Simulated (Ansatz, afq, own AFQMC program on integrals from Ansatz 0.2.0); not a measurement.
Where AFQMC and coupled cluster stand for SiNH4, quartet

```xyz
6

Si   -0.8746    0.0000    0.0000
H    -1.3695    1.3997    0.0000
H    -1.3695   -0.6999    1.2122
H    -1.3695   -0.6999   -1.2122
H     0.7094    0.0000    0.0000
N     1.9984    0.0000    0.0000
```

Connectivity, by distances: SiH4 ··· N.

Basis cc-pVTZ. Noble-gas cores (and the filled d shells of Ga–Kr and In–Xe) are frozen. AFQMC by an in-house program on the Cholesky factors that Ansatz 0.2.0 writes for its CCSD(T) run. ph-AFQMC/CISD is guided by a CISD state made of CCSD amplitudes; releasing the constraint for a short imaginary time cuts its bias at the price of noise, slowly where states lie close. ± is one standard error of the sampling.

Determinant: UHF, the one that the program's search chose, which needn't be the lowest solution. The geometry is a point of a scan.

No full CI on the walks' own integrals is used here. The released AFQMC energy serves as the reference, which it does only where one determinant dominates, the energy is flat over the last release times and near the phaseless one (40 meV or 2 meV an electron, half that with transition metals). On small molecules, where full CI could be run and the noise was under 10 meV, such values lay within 10 meV of it in 19 cases of 20, a flattering rate, since the rule was set on those same cases; what remains of the bias isn't in the error bar.

Cautions: lower spins were not checked; the ph-AFQMC/CISD walk drifts between its halves (2.5 errors); the released value is read at 1.62 1/Eh, later times being too noisy (meV from the phaseless value at times in 1/Eh: 1 ± 6 at 0.24, -7 ± 7 at 0.51, -13 ± 8 at 0.99, -6 ± 7 at 1.62, -34 ± 13 at 2.40).

- T1 diagnostic: 0.0169
- weight of the determinant in the CISD state: 0.871
- ⟨S²⟩ of the determinant: 3.784
- size of the correlated space: 13 electrons in 114 orbitals

```
  level  correlation energy (eV)
    MP2                  -7.0717
   CCSD                  -8.3375
CCSD(T)                  -8.5782
```

Task: Estimate where phaseless AFQMC with the Hartree–Fock trial lies against CCSD(T) on the same integrals.

Result: 1.6 ± 3.3 kJ/mol below CCSD(T). The gap is under twice the noise, so this walk alone can't tell the two apart.

Reference: AFQMC with the constraint released, correlation energy -8.622 ± 0.007 eV.

| level | E − E(reference) (kJ/mol) | share of correlation (%) |
| --- | --- | --- |
| CCSD(T) | 4.2 ± 0.7 | 99.50 |
| ph-AFQMC/HF | 2.6 ± 3.3 | 99.68 |
| ph-AFQMC/CISD | 0.6 ± 0.8 | 99.93 |

A walk keeps the symmetry of its determinant, which the program's search chose and which needn't be the lowest solution, so a lower state of the same spin and another symmetry isn't excluded. Released energies are given only where the last usable release times agree within the noise; a slower fall can still hide under it.
